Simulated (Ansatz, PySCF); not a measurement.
phosphine (H3P), SMILES P. Atoms are numbered in the order given.

```xyz
4

P      0.0000     0.0000     0.1322
H     -1.0308    -0.5951    -0.6419
H      0.0000     1.1902    -0.6419
H      1.0308    -0.5951    -0.6419
```
Charge 0, spin multiplicity 1.

The structure is a stationary point at PBE0-D3(BJ)/def2-TZVPD.

Two levels are set side by side: PBE-D3(BJ)/def2-TZVPD (Ansatz, a program for electronic structure) and PBE0-D3(BJ)/def2-TZVPD (Ansatz). Each level has its own optimised geometry; the coordinates shown are those of the second. Frequencies come from the Hessian of PySCF at each geometry. Differences are taken from unrounded values.

```csv
quantity,PBE0-D3(BJ)
mean bond length (Å),1.420
bond P1–H2 (Å),1.420
bond P1–H3 (Å),1.420
bond P1–H4 (Å),1.420
highest harmonic wavenumber (cm⁻¹),2422
mean harmonic wavenumber (cm⁻¹),1752
zero-point energy (kcal/mol),15.03
```

Task: What does PBE-D3(BJ) give, and how far is it from PBE0-D3(BJ)? (An estimate is asked for; the answer gives what the named calculation found.)

Result: 
```tsv
quantity	PBE-D3(BJ)	PBE-D3(BJ) minus PBE0-D3(BJ)
mean bond length (Å)	1.431	0.012
bond P1–H2 (Å)	1.431	0.012
bond P1–H3 (Å)	1.431	0.012
bond P1–H4 (Å)	1.431	0.012
highest harmonic wavenumber (cm⁻¹)	2339	-83
mean harmonic wavenumber (cm⁻¹)	1693	-59
zero-point energy (kcal/mol)	14.52	-0.51
```

Exact exchange shortens and stiffens bonds; PBE has none. Differences between two approximate levels are no errors against the true value.
